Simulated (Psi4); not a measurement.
**UPBE0/cc-pVTZ run of PH (SMILES [PH])**

What is the vertical ionisation energy of PH at UPBE0/cc-pVTZ? 

The results are computed with Psi4 1.11.

2 further runs of the same task are left out: 1 that didn't finish, 1 set aside as unsound or not needed.

## 1. The molecule

The species is PH (2 atoms), meant as a triplet with charge 0. SMILES: `[PH]`. The coordinates come from a PBE0-D4/def2-TZVP relaxation.

Bond lengths: P1–H2 1.428 Å.

## 2. A single-point energy at UPBE0/cc-pVTZ

hp.xyz reads:

```xyz
2
HP
P      0.000000     0.000000    -0.014610
H      0.000000     0.000000     1.413680
```

run_ase.py reads:

```python
import numpy as np
from ase.calculators.psi4 import Psi4
from ase.io import read

atoms = read('hp.xyz')
calc = Psi4(atoms=atoms, method='pbe0', basis='cc-pVTZ', memory='2200MB', num_threads=1, charge=0, multiplicity=3, label='hp', reference='uks')
calc.psi4.set_options({'puream': True, 'e_convergence': 1e-09, 'd_convergence': 1e-08, 'scf_type': 'pk', 'dft_radial_points': 99, 'dft_spherical_points': 590, 'maxiter': 100})
atoms.calc = calc

print(f'energy: {atoms.get_potential_energy():.6f} eV')
```

Started as:

```console
python run_ase.py
```

hp.dat:

```text
[...]
  Running in c1 symmetry.
[...]
  Nuclear repulsion =    5.557455530774563
[...]
  Multiplicity = 3
[...]
  Nalpha       = 9
  Nbeta        = 7
[...]
    Number of basis functions: 48
[...]
   @UKS iter   1:  -341.74099290462152   -3.63267e-01   4.53466e-03 ADIIS/DIIS
[...]
   @UKS iter  10:  -341.75868728946625   -3.58114e-12   4.07057e-09 DIIS
[...]
   @S^2 Observed:                2.008952721E+00
[...]
    Orbital Energies [Eh]
    ---------------------
    Alpha Occupied:
       1A    -77.265184     2A     -6.640769     3A     -4.780685
       4A     -4.780685     5A     -4.771546     6A     -0.642941
       7A     -0.359431     8A     -0.271153     9A     -0.271153
    Alpha Virtual:
      10A      0.034364    11A      0.172400    12A      0.252664
      13A      0.252664    14A      0.257771    15A      0.257771
      16A      0.271737    17A      0.271737    18A      0.276584
      19A      0.393086    20A      0.558928    21A      0.808900
      22A      0.808900    23A      1.072830    24A      1.239235
      25A      1.239235    26A      1.240248    27A      1.240248
[...]
  @UKS Final Energy:  -341.75868728946625
   => Energetics <=
    Nuclear Repulsion Energy =              5.5574555307745630
    One-Electron Energy =                -483.2546558392692759
    Two-Electron Energy =                 153.6169152667998219
    DFT Exchange-Correlation Energy =     -17.6784022477714515
    Empirical Dispersion Energy =           0.0000000000000000
    VV10 Nonlocal Energy =                  0.0000000000000000
    Total Energy =                       -341.7586872894663088
[...]
 Multipole Moments:
 ------------------------------------------------------------------------------------
     Multipole            Electronic (a.u.)      Nuclear  (a.u.)        Total (a.u.)
 ------------------------------------------------------------------------------------
 L = 1.  Multiply by 2.5417464519 to convert [e a0] to [Debye]
 Dipole X            :          0.0000000            0.0000000            0.0000000
 Dipole Y            :         -0.0000000            0.0000000           -0.0000000
 Dipole Z            :         -1.1384819            1.3381952            0.1997133
 Magnitude           :                                                    0.1997133
[...]
```

On the terminal:

```text
energy: -9299.727567 eV
```

It took 14 s on 1 thread of Intel Xeon at 2.50GHz (Skylake/Cascade Lake), shared host; peak memory 0.6 GiB.

## 3. The doublet cation: energy and forces at UPBE0/cc-pVTZ

input.json reads:

```json
{
  "schema_name": "qcschema_input",
  "schema_version": 1,
  "molecule": {
    "schema_name": "qcschema_molecule",
    "schema_version": 2,
    "symbols": ["P", "H"],
    "geometry": [0.0, 0.0, -0.0276089, 0.0, 0.0, 2.67146803],
    "molecular_charge": 1,
    "molecular_multiplicity": 2,
    "fix_symmetry": "c1",
    "fix_com": true,
    "fix_orientation": true
  },
  "driver": "gradient",
  "model": {
    "method": "pbe0",
    "basis": "cc-pVTZ"
  },
  "keywords": {
    "reference": "uks",
    "puream": true,
    "e_convergence": 1e-09,
    "d_convergence": 1e-08,
    "scf_type": "pk",
    "dft_radial_points": 99,
    "dft_spherical_points": 590,
    "maxiter": 100,
    "scf_properties": ["QUADRUPOLE", "DIPOLE", "MAYER_INDICES"]
  }
}
```

Started as:

```console
psi4 --qcschema input.json -n 1 --memory 2200MB
```

stdout:

```text
[...]
  Running in c1 symmetry.
[...]
  Nuclear repulsion =    5.557455526100917
[...]
  Multiplicity = 2
[...]
  Nalpha       = 8
  Nbeta        = 7
[...]
    Number of basis functions: 48
[...]
   @UKS iter   1:  -341.36899485155624    8.73147e-03   3.15267e-03 ADIIS/DIIS
[...]
   @UKS iter  10:  -341.38069654419627   -4.14957e-12   3.85244e-09 DIIS
[...]
   @S^2 Observed:                7.560675952E-01
[...]
    Orbital Energies [Eh]
    ---------------------
    Alpha Occupied:
       1A    -77.662885     2A     -7.029730     3A     -5.172113
       4A     -5.167990     5A     -5.157087     6A     -0.960729
       7A     -0.669116     8A     -0.586159
    Alpha Virtual:
       9A     -0.481702    10A     -0.230479    11A     -0.070314
      12A     -0.041178    13A     -0.031211    14A     -0.028133
      15A     -0.020954    16A      0.023751    17A      0.025259
      18A      0.030747    19A      0.158158    20A      0.282500
      21A      0.535914    22A      0.535933    23A      0.795516
      24A      0.913870    25A      0.918103    26A      0.919098
[...]
  @UKS Final Energy:  -341.38069654419627
   => Energetics <=
    Nuclear Repulsion Energy =              5.5574555261009166
    One-Electron Energy =                -477.3885143989451194
    Two-Electron Energy =                 147.8966549097873440
    DFT Exchange-Correlation Energy =     -17.4462925811393568
    Empirical Dispersion Energy =           0.0000000000000000
    VV10 Nonlocal Energy =                  0.0000000000000000
    Total Energy =                       -341.3806965441962120
[...]
 Multipole Moments:
 ------------------------------------------------------------------------------------
     Multipole            Electronic (a.u.)      Nuclear  (a.u.)        Total (a.u.)
 ------------------------------------------------------------------------------------
 L = 1.  Multiply by 2.5417464519 to convert [e a0] to [Debye]
 Dipole X            :          0.0000000            0.0000000            0.0000000
 Dipole Y            :         -0.0000000            0.0000000           -0.0000000
 Dipole Z            :         -1.8339328            2.2573345            0.4234017
 Magnitude           :                                                    0.4234017
 L = 2.  Multiply by 1.3450342976 to convert [e a0^2] to [Debye ang]
 Quadrupole XX       :         -6.9113188            0.0000000           -6.9113188
 Quadrupole XY       :          0.9765203            0.0000000            0.9765203
[...]
  -Total Gradient:
     Atom            X                  Y                   Z
    ------   -----------------  -----------------  -----------------
       1        0.000000000000     0.000000000000     0.003642243096
       2        0.000000000000    -0.000000000000    -0.003642146602
[...]
```

The result, in JSON:

```text
{
 "driver": "gradient",
 "model": {
  "method": "pbe0",
  "basis": "cc-pVTZ"
 },
 "success": true,
 "return_result": [4.150674879185138e-13, 1.93588376968429e-13, 0.00364224309614114, 4.2376075729297033e-16, -8.44280367066055e-16, -0.003642146601950752],
 "properties": {
  "calcinfo_nbasis": 48,
  "calcinfo_nmo": 48,
  "calcinfo_nalpha": 8,
  "calcinfo_nbeta": 7,
  "calcinfo_natom": 2,
  "nuclear_repulsion_energy": 5.557455526100917,
  "return_energy": -341.38069654419627,
  "return_gradient": [4.150674879185138e-13, 1.93588376968429e-13, 0.00364224309614114, 4.2376075729297033e-16, -8.44280367066055e-16, -0.003642146601950752],
  "scf_one_electron_energy": -477.3885143989451,
  "scf_two_electron_energy": 147.89665490978734,
  "scf_xc_energy": -17.446292581139357,
  "scf_dipole_moment": [4.274840562991658e-15, -1.9450063884312052e-15, 0.42340171665826043],
  "scf_total_energy": -341.38069654419627,
  "scf_total_gradient": [4.150674879185138e-13, 1.93588376968429e-13, 0.00364224309614114, 4.2376075729297033e-16, -8.44280367066055e-16, -0.003642146601950752],
  "scf_iterations": 10
 }
}
```

Wall time 19 s (1 thread of Intel Xeon at 2.50GHz (Skylake/Cascade Lake), shared host); peak memory 0.56 GiB.

## 4. Outcome

At UPBE0/cc-pVTZ:

| quantity | value |
| --- | --- |
| triplet PH: total energy | -341.75869 Eh |
| triplet PH: dipole moment | 0.51 D |
| triplet PH: HOMO energy (highest over α and β) | -7.38 eV |
| triplet PH: LUMO energy (lowest over α and β) | -2.80 eV |
| triplet PH: ⟨S²⟩ | 2.009 |
| doublet cation: total energy | -341.38070 Eh |
| doublet cation: HOMO energy (highest over α and β) | -15.95 eV |
| doublet cation: LUMO energy (lowest over α and β) | -13.11 eV |
| doublet cation: ⟨S²⟩ | 0.756 |
| doublet cation: largest force on an atom | 0.187 eV/Å |
| vertical ionisation energy (to the doublet cation) | 10.286 eV |

**Reading.** The vertical ionisation energy comes to 10.29 eV (992 kJ/mol).
